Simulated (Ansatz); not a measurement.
Ansatz (a first-principles code) input (X2C-CCSD(T)/cc-pVTZ-DK):

Ansatz 0.2 input:
```yaml
crystal:
  periodic: [false, false, false]
  atoms:
    - {symbol: O, position_ang: [-0.00000000, -0.00000000, -0.55280743]}
    - {symbol: O, position_ang: [0.00000000, 0.00000000, 0.55280743]}
basis:
  gaussian:
    orbitals: cc-pVTZ-DK
total_charge: 1
magnetization: {spin_polarized: true, initial_magnetization: 1}
correlation: {method: ccsd_t, electrons: outside_noble_gas}
```

End of the output:

```
mean field: 0.09 GiB planned
mean field evaluation 1: about -4063.0849 eV, gradient 1.2e1 eV
mean field evaluation 2: about -4063.0903 eV, gradient 1.2e1 eV
mean field evaluation 4: about -4063.5633 eV, gradient 8.0e-1 eV
mean field evaluation 8: about -4063.5672 eV, gradient 3.1e-4 eV
mean field evaluation 16: about -4063.7593 eV, gradient 3.6e-2 eV
mean field evaluation 32: about -4063.5672 eV, gradient 2.4e-5 eV
mean field evaluation 64: about -4063.7593 eV, gradient 1.9e-6 eV
mean field evaluation 96: about -4063.7593 eV, gradient 3.6e-3 eV
mean field -4063.75930890 eV, -149.3404000871 hartree, gradient 1.9e-6 eV, S^2 1.082764; 6 other end points of the search recorded, 0 dependent functions left out
determinant -4063.75930890 eV, -149.3404000871 hartree, with singles and doubles -4075.56609575 eV, -149.7742915008 hartree
determinant -4063.56719250 eV, -149.3333399395 hartree, with singles and doubles -4075.62880515 eV, -149.7765960287 hartree
2 core orbitals not correlated
reference -4063.75930890 eV, -149.3404000871 hartree; 6, 5 occupied and 52, 53 virtual orbitals, 373 factors
second order -10.87176797 eV of doubles, -0.00000000 eV of singles
coupled cluster: 0.15 GiB planned
cycle   1  -11.76102427 eV  change    -1.2e0 eV  update   2.4e-2
cycle   2  -11.80887740 eV  change   -4.8e-2 eV  update   5.9e-3
cycle   3  -11.81151995 eV  change   -2.6e-3 eV  update   3.0e-3
cycle   4  -11.82601765 eV  change   -1.4e-2 eV  update   1.7e-3
cycle   5  -11.83160426 eV  change   -5.6e-3 eV  update   8.9e-4
cycle   6  -11.83349451 eV  change   -1.9e-3 eV  update   2.4e-4
cycle   7  -11.83396166 eV  change   -4.7e-4 eV  update   7.8e-5
cycle   8  -11.83403082 eV  change   -6.9e-5 eV  update   2.5e-5
cycle   9  -11.83404553 eV  change   -1.5e-5 eV  update   9.1e-6
cycle  10  -11.83404833 eV  change   -2.8e-6 eV  update   3.4e-6
coupled cluster: 0.15 GiB planned
perturbative correction -0.54090762 eV, -0.0198779883 hartree
Total energy: -4076.13426485 eV, -149.7951713300 hartree
Relativity: scalar
```

The determinant is spin-contaminated: <S^2> is 1.08 against 0.75 for a pure state.
